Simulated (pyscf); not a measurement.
Thermochemistry of product channels of `[CH3][Si]([Cl])([Cl])[Cl]` on the singlet surface, in kcal/mol, from ωB97M-D3(BJ)/def2-TZVP energies (ideal gas, 1 atm, RRHO with modes under 100 cm⁻¹ raised to 100, one conformer, R ln 2 for chiral ones without a mode under 150 cm⁻¹). PySCF, gas phase, ωB97X-D3(BJ)/def2-SVP geometries.

| products | ΔE | ΔH(298 K) | ΔG(600 K) | ΔG(1200 K) |
|---|---|---|---|---|
| `[CH2]=[Si]([Cl])[Cl]` + `[ClH]` | ? | +82.7 | +61.1 | +39.8 |
| `[Cl][CH2][SiH]([Cl])[Cl]` | +43.9 | +42.9 | +41.9 | +40.9 |

Task: Fill in the missing entries.

Result: 
- `[CH2]=[Si]([Cl])[Cl]` + `[ClH]`, ΔE: +86.3

These are energies of the channels, which say nothing of barriers.
